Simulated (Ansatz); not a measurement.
Below is the output of a Python script on the Python package of Ansatz (0.2.0) that makes a ladder of methods at one geometry of FS (charge -1). Write a script that gives it. Level of theory (for the species named): r2SCAN, def2-SVP basis, multiplicity 1. The script varies functional: r2scan, pbe, revpbe, hf, blyp.

```yaml
atoms:
  - { symbol: S, position_ang: [0.0000, 0.0000, 0.0000] }
  - { symbol: F, position_ang: [0.0000, 0.0000, 1.7000] }
```

```console
$ python fs.py
functional    E (Ha)        dipole (D)   HOMO (eV)  LUMO (eV)
r2scan        -497.729145     0.645       2.642      6.128
pbe           -497.531348     0.706       3.087      6.115
revpbe        -497.689744     0.722       3.088      6.158
hf            -496.719175     0.033      -1.771     11.571
blyp          -497.784763     0.649       3.347      6.406
```

One script that gives this output:

Script `fs.py`:
```python
"""One geometry of FS(-), method by method."""

from pathlib import Path

import ansatz
import numpy as np

geometry_ang = [
    ("S", [0.0, 0.0, 0.0]),
    ("F", [0.0, 0.0, 1.7]),
]
geometry = ansatz.Crystal.molecule()
for symbol, xyz in geometry_ang:
    geometry = geometry.atom(symbol, xyz)

calc = geometry.calculation().basis(gaussian="def2-SVP").charge(-1)

print("functional    E (Ha)        dipole (D)   HOMO (eV)  LUMO (eV)")
for name in ["r2scan", "pbe", "revpbe", "hf", "blyp"]:
    report = calc.functional(name).forces().orbitals().run(threads=1, backend="cpu", runs_dir="runs").report
    lines = Path(report["orbitals_path"]).read_text().splitlines()
    field_of = lambda key: [line.split("=")[1].strip() for line in lines if line.startswith(key)]
    orbitals = [(27.211386 * float(e), s, float(n)) for e, s, n in zip(field_of("Ene="), field_of("Spin="), field_of("Occup="))]
    homo = max(e for e, _, n in orbitals if n > 0.5)
    lumo = min(e for e, _, n in orbitals if n < 0.5)
    dipole = 4.803205 * np.linalg.norm(report["charge_distribution"]["dipole_moment_e_ang"])
    print(f"{name:10s} {report['free_energy_ev'] / 27.211386246:14.6f} {dipole:9.3f} {homo:11.3f} {lumo:10.3f}")
```

Notes:
- Total energies depend on the basis set; only differences at equal settings carry meaning.
- The geometry is a force-field or estimated start, not a minimum of this method, and the basis set is short of its limit. A lower total doesn't mark the better method: functionals have no common bound, and MP2 and coupled cluster aren't variational.
- An ion's dipole depends on the origin; the program takes it about the centre of nuclear charge.
- Levels such as HOMO and LUMO are orbital energies: with these approximate functionals they aren't the ionisation energy and electron affinity, and their gap isn't the fundamental gap.
- The spin state was assumed, and another may lie lower.
- Anions want diffuse functions, which this basis lacks.
- Timing: 2.6 s on 1 thread of Arm Neoverse V1 (shared host), peak memory 0.15 GiB.

(Lines on the test bed's own set-up are left out of the output.)
